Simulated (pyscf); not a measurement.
PySCF, gas phase, ωB97X-D3(BJ)/def2-SVP geometries.

Question: Estimate the classical barrier height and the reaction energy of H₃C–InH–OH → H₃C–In [singlet] + H₂O at ωB97M-D3(BJ)/def2-TZVP. The step runs on the singlet surface, breaks In–O, H–In and forms H–O; take the reactant's lowest minimum found as zero.

Answer: ΔE‡ = 2.05 eV, ΔE = +0.35 eV. CCSD(T)/def2-TZVPP + ΔMP2(QZVPP) gives 1.98 eV and +0.33 eV. Zero-point energy shifts the barrier by -0.08 eV. It is a 1,1-elimination, with an imaginary mode of 1375i cm⁻¹. On the product side the descent ends in a bound adduct (not fully relaxed), 0.37 eV under the separated species and 1.99 eV under the saddle at ωB97X-D3(BJ)/def2-TZVP. At ωB97X-D3(BJ)/def2-TZVP the barrier from the zero used here is 2.15 eV. This is the saddle that the search found; another between the same sides may lie lower. The CCSD(T) − MP2 part came from Ansatz, without density fitting, on the same reference. The frozen core leaves the outer d or s,p core shells of the metals and heavy elements correlated in the MP2 and CC values, and def2-TZVPP describes them poorly, which can shift differences by a few kcal/mol. Elements past Kr carry the def2 core potentials, without spin-orbit coupling.
